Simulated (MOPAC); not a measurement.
MOPAC input (AM1):

```
AM1 PRECISE GNORM=0.05 LET XYZ GEO-OK AUX(PRECISION=9) THREADS=1
C3H6

C     0.00214948 1    0.86797098 1    0.00149051 1
C     0.75058129 1   -0.43583539 1   -0.00746307 1
C    -0.75273077 1   -0.43213559 1    0.00597256 1
H     0.01171755 1    1.45362880 1    0.91078734 1
H    -0.00451006 1    1.45678848 1   -0.90578946 1
H     1.25028356 1   -0.72912596 1   -0.92080071 1
H     1.26651116 1   -0.73228564 1    0.89577609 1
H    -1.25388730 1   -0.72608269 1    0.91830178 1
H    -1.27011491 1   -0.72292301 1   -0.89827503 1
```

Output:

```
 *******************************************************************************
 **                                                                           **
 **                              MOPAC v23.2.5                                **
 **                                                                           **
 *******************************************************************************
 ** MOPAC's Digital Object Identifier: https://doi.org/10.5281/zenodo.6511958 **
 **                                                                           **
 ** Please cite the open-source release paper for use of this MOPAC version:  **
 ** J. E. Moussa and J. J. P. Stewart (2026)                                  **
 ** MOPAC: An open-source semiempirical molecular orbital program             **
 ** J. Open Source Softw., 11(119), 8025, https://doi.org/10.21105/joss.08025 **
 *******************************************************************************

                              AM1 CALCULATION RESULTS

 *******************************************************************************
 *  AM1        - The AM1 Hamiltonian to be used
 *  GEO-OK     - OVERRIDE INTERATOMIC DISTANCE AND OTHER SAFETY CHECKS
 *  LET        - OVERRIDE SOME SAFETY CHECKS
 *  PRECISE    - TIGHTER CRITERIA TO BE USED
 *  XYZ        - CARTESIAN COORDINATE SYSTEM TO BE USED
 *  GNORM      - EXIT WHEN GRADIENT NORM DROPS BELOW 0.050
 *  AUX        - OUTPUT AUXILIARY INFORMATION
 *******************************************************************************
AM1 PRECISE GNORM=0.05 LET XYZ GEO-OK AUX(PRECISION=9) THREADS=1
 C3H6

   ATOM   CHEMICAL          X               Y               Z
  NUMBER   SYMBOL      (ANGSTROMS)     (ANGSTROMS)     (ANGSTROMS)

     1       C          0.00214948  *   0.86797098  *   0.00149051  *
     2       C          0.75058129  *  -0.43583539  *  -0.00746307  *
     3       C         -0.75273077  *  -0.43213559  *   0.00597256  *
     4       H          0.01171755  *   1.45362880  *   0.91078734  *
     5       H         -0.00451006  *   1.45678848  *  -0.90578946  *
     6       H          1.25028356  *  -0.72912596  *  -0.92080071  *
     7       H          1.26651116  *  -0.73228564  *   0.89577609  *
     8       H         -1.25388730  *  -0.72608269  *   0.91830178  *
     9       H         -1.27011491  *  -0.72292301  *  -0.89827503  *

          CARTESIAN COORDINATES

    NO.       ATOM           X           Y           Z

     1         C          0.0021      0.8680      0.0015
     2         C          0.7506     -0.4358     -0.0075
     3         C         -0.7527     -0.4321      0.0060
     4         H          0.0117      1.4536      0.9108
     5         H         -0.0045      1.4568     -0.9058
     6         H          1.2503     -0.7291     -0.9208
     7         H          1.2665     -0.7323      0.8958
     8         H         -1.2539     -0.7261      0.9183
     9         H         -1.2701     -0.7229     -0.8983

  H: (AM1): M.J.S. DEWAR ET AL, J. AM. CHEM. SOC. 107 3902-3909 (1985)
  C: (AM1): M.J.S. DEWAR ET AL, J. AM. CHEM. SOC. 107 3902-3909 (1985)

           Empirical Formula: C3 H6  =     9 atoms

      MOLECULAR POINT GROUP   :   D3h

      RHF CALCULATION, NO. OF DOUBLY OCCUPIED LEVELS = 9

          Geometry optimization using EF

          DIAGONAL MATRIX USED AS START HESSIAN

 CYCLE:     1  GRAD.:    58.632 HEAT:  19.27765
 CYCLE:     2  GRAD.:   474.489 HEAT:  48.49527
 CYCLE:     3  GRAD.:   127.562 HEAT:  29.23745
 CYCLE:     4  GRAD.:    96.606 HEAT:  19.47035
 CYCLE:     5  GRAD.:     3.095 HEAT:  17.74954
 CYCLE:     6  GRAD.:     0.527 HEAT:  17.74319
 CYCLE:     7  GRAD.:     0.035 HEAT:  17.74313

     GRADIENT =  0.03489 IS LESS THAN CUTOFF =  0.05000

 -------------------------------------------------------------------------------
 AM1 PRECISE GNORM=0.05 LET XYZ GEO-OK AUX(PRECISION=9) THREADS=1
 C3H6

     GEOMETRY OPTIMISED USING EIGENVECTOR FOLLOWING (EF).
     SCF FIELD WAS ACHIEVED

                              AM1 CALCULATION
                                                       MOPAC v23.2.5 Linux

          FINAL HEAT OF FORMATION =         17.74313 KCAL/MOL =      74.23725 KJ/MOL

          COSMO AREA              =         88.22 SQUARE ANGSTROMS
          COSMO VOLUME            =         70.55 CUBIC ANGSTROMS

          GRADIENT NORM           =          0.03489          =       0.01163 PER ATOM
          IONIZATION POTENTIAL    =         11.476211 EV
          HOMO LUMO ENERGIES (EV) =        -11.476  3.141
          NO. OF FILLED LEVELS    =          9
          MOLECULAR WEIGHT        =         42.0804         POINT GROUP:  D3h

          MOLECULAR DIMENSIONS (Angstroms)

            Atom       Atom       Distance
            H     7    H     5     3.15719
            H     8    H     6     3.15718
            H     4    H     9     3.15716

          SCF CALCULATIONS        =          8

   ATOM   CHEMICAL          X               Y               Z
  NUMBER   SYMBOL      (ANGSTROMS)     (ANGSTROMS)     (ANGSTROMS)

     1       C          0.00214828  *   0.86666956  *   0.00149089  *
     2       C          0.74946297  *  -0.43518086  *  -0.00745231  *
     3       C         -0.75161218  *  -0.43149056  *   0.00596175  *
     4       H          0.01184466  *   1.48466338  *   0.91642697  *
     5       H         -0.00448324  *   1.48784384  *  -0.91132786  *
     6       H          1.27707793  *  -0.74470419  *  -0.92665415  *
     7       H          1.29340601  *  -0.74788222  *   0.90109628  *
     8       H         -1.28075791  *  -0.74154658  *   0.92410227  *
     9       H         -1.29708425  *  -0.73836783  *  -0.90364460  *

                             CARTESIAN COORDINATES

   1    C        0.002148282     0.866669560     0.001490886
   2    C        0.749462966    -0.435180858    -0.007452312
   3    C       -0.751612177    -0.431490561     0.005961746
   4    H        0.011844662     1.484663382     0.916426970
   5    H       -0.004483235     1.487843836    -0.911327863
   6    H        1.277077931    -0.744704192    -0.926654149
   7    H        1.293406010    -0.747882215     0.901096282
   8    H       -1.280757907    -0.741546579     0.924102268
   9    H       -1.297084252    -0.738367833    -0.903644604

           Empirical Formula: C3 H6  =     9 atoms

      MOLECULAR POINT GROUP   :   D3h

                  EIGENVALUES
 -37.88260 -23.11389 -23.11376 -16.69340 -15.46367 -12.22012 -12.22004 -11.47633
 -11.47621   3.14118   3.72841   4.22315   4.22319   4.74811   4.74814   5.09737
   5.10039   5.10041

              NET ATOMIC CHARGES AND DIPOLE CONTRIBUTIONS

  ATOM NO.   TYPE          CHARGE      No. of ELECS.   s-Pop       p-Pop
    1          C          -0.215180        4.2152     1.22067     2.99451
    2          C          -0.215182        4.2152     1.22067     2.99451
    3          C          -0.215183        4.2152     1.22067     2.99452
    4          H           0.107591        0.8924     0.89241
    5          H           0.107590        0.8924     0.89241
    6          H           0.107591        0.8924     0.89241
    7          H           0.107591        0.8924     0.89241
    8          H           0.107591        0.8924     0.89241
    9          H           0.107591        0.8924     0.89241
 DIPOLE           X         Y         Z       TOTAL
 POINT-CHG.     0.000     0.000    -0.000     0.000
 HYBRID         0.000     0.000     0.000     0.000
 SUM            0.000     0.000    -0.000     0.000

          ATOMIC ORBITAL ELECTRON POPULATIONS

     Atom    s        px        py        pz
    1  C   1.22067   1.04924   0.90975   1.03552
    2  C   1.22067   0.94493   1.01408   1.03551
    3  C   1.22067   0.94433   1.01467   1.03551
    4  H   0.89241
    5  H   0.89241
    6  H   0.89241
    7  H   0.89241
    8  H   0.89241
    9  H   0.89241

 **********************
 *                    *
 * JOB ENDED NORMALLY *
 *                    *
 **********************

 == MOPAC DONE ==
```
